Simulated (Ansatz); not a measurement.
Input file for CH4FNO2, SMILES `NC(O)(O)F`:

```yaml
crystal:
  periodic: [false, false, false]
  atoms:
    - {symbol: N, position_ang: [0.758168, 0.544189, -0.772447]}
    - {symbol: C, position_ang: [0.002765, -0.126873, 0.219972]}
    - {symbol: O, position_ang: [-0.568591, -1.285117, -0.232917]}
    - {symbol: O, position_ang: [-0.987240, 0.671741, 0.735213]}
    - {symbol: F, position_ang: [0.891725, -0.441899, 1.233141]}
    - {symbol: H, position_ang: [0.184194, 0.688772, -1.593174]}
    - {symbol: H, position_ang: [1.567059, -0.008074, -1.026449]}
    - {symbol: H, position_ang: [-1.181120, -1.598763, 0.442531]}
    - {symbol: H, position_ang: [-0.578460, 1.509825, 0.977130]}
basis:
  gaussian: {orbitals: def2-TZVPP}
correlation: {method: ccsd_t}
output: {orbitals: {seedname: orbitals}}
```

```sh
$ ansatz run in.yaml --threads 2 --pin off --events-out ev --progress --plain --max-ram 4352MiB
```

Log, shortened:

```
Functional definition: HF
1333 factors; integrals over basis functions are off by at most 9.4e-4 eV
mean field evaluation 1: about -9355.3009 eV, gradient 5.2e1 eV
mean field evaluation 2: about -9355.5480 eV, gradient 5.2e1 eV
mean field evaluation 4: about -9360.2909 eV, gradient 3.5e0 eV
mean field evaluation 8: about -9360.3408 eV, gradient 2.9e-1 eV
mean field -9360.34108152 eV, -343.9861900787 hartree, gradient 1.9e-6 eV, S^2 0.000000; 0 other end points of the search recorded, 0 dependent functions left out
5 core orbitals not correlated: weight in the atoms' cores, before any rotation towards them, 1.000 or more for the frozen orbitals, at most 0.000 for the correlated occupied ones
reference -9360.34108152 eV, -343.9861900787 hartree; 16, 16 occupied and 190, 190 virtual orbitals, 1333 factors
second order -30.00792984 eV of doubles, -0.00000000 eV of singles
cycle   1  -29.67972268 eV  change    3.3e-1 eV  update   1.0e-1
cycle   2  -30.28068297 eV  change   -6.0e-1 eV  update   2.7e-2
cycle   3  -30.40857504 eV  change   -1.3e-1 eV  update   1.3e-2
cycle   4  -30.39340864 eV  change    1.5e-2 eV  update   2.7e-3
cycle   5  -30.39245955 eV  change    9.5e-4 eV  update   1.2e-3
cycle   6  -30.39329180 eV  change   -8.3e-4 eV  update   3.6e-4
cycle   7  -30.39310128 eV  change    1.9e-4 eV  update   1.3e-4
cycle   8  -30.39300635 eV  change    9.5e-5 eV  update   3.8e-5
cycle   9  -30.39300970 eV  change   -3.3e-6 eV  update   1.3e-5
perturbative correction -1.08543698 eV, -0.0398890731 hartree
Total energy: -9391.81952819 eV, -345.1430016570 hartree
```

It took 2 min on 2 threads of an AMD EPYC 7B13 on a shared host, with 3.4 GiB of host memory at the peak.

MP2 recovers 95.3 % of the CCSD(T) correlation energy and the triples give 3.4 %; T1 = 0.0110.
